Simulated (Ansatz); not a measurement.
**doublet SO₂(-): levels of theory in one basis**

```yaml
atoms:
  - { symbol: O, position_ang: [0.0000, 0.2930, -1.4019] }
  - { symbol: S, position_ang: [0.0000, -0.5859, 0.0000] }
  - { symbol: O, position_ang: [0.0000, 0.2930, 1.4019] }
```

Basis set: def2-SVP (spherical functions). Left uncorrelated: 7 orbitals. Correlation on ROHF uses semicanonical orbitals with singles. Charge -1, multiplicity 2.

Computed with Ansatz (development build ahead of 0.2.0); each method stands on the lowest determinant of its kind that the runs found.

```json
{"method": "ROHF", "E − E(ROHF) (eV)": "0.00", "<S²> of the determinant": "–"}
{"method": "UHF", "E − E(ROHF) (eV)": "-0.19", "<S²> of the determinant": "0.77"}
{"method": "UHF-MP2", "E − E(ROHF) (eV)": "-14.26", "<S²> of the determinant": "0.77"}
{"method": "ROHF-CCSD(T)", "E − E(ROHF) (eV)": "-14.95", "<S²> of the determinant": "–"}
{"method": "UHF-CCSD(T)", "E − E(ROHF) (eV)": "-14.95", "<S²> of the determinant": "0.77"}
```

Problem. What does ROHF-MP2 give on the same scale?

Solution. -14.35 eV.

Problem. Is a single determinant a sound starting point here?

Solution. By this sign, yes. Unrestricted orbitals gain 0.19 eV and <S²> is 0.77 against 0.75 for a pure state.

Caution: no diffuse functions for an anion.
